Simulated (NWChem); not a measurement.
BF3; SMILES FB(F)F

Q: Give the equilibrium geometry at PBE-D3(BJ)/def2-SVP (NWChem) as a list of bonds and angles, with the point group.

A: point group D3h; any orientation.
Bonded distances (Å): B1–F2 1.323, B1–F3 1.323, B1–F4 1.323. Angles (°): F2–B1–F3 120.0, F2–B1–F4 120.0, F3–B1–F4 120.0.
